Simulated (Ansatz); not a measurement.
# O₃: state-averaged CASSCF

Computed with Ansatz's Gaussian-basis code (development build). State-averaged CASSCF with equal weights; occupations are averaged over the states; levels count from the state that is lowest in CASSCF. No symmetry is imposed, so a solution can break that of the shape. The lowest solution met needn't be the lowest there is, nor hold the orbitals that a chemist would pick.

Geometry:

```xyz
3

O     0.0000    0.0000   -0.4204
O     0.0000    1.0607    0.2102
O     0.0000   -1.0607    0.2102
```

Basis cc-pVDZ, nonrelativistic, 3 orbitals frozen in the corrections; active space CAS(12,9). Averaged: 2 singlets.

CASSCF levels: singlet 0.00, singlet 2.59 eV.

(1) How does SC-NEVPT2 move them?

Answers

(1) singlet 0.00, singlet 2.47 eV, in the same order of listing. The lowest state stays.
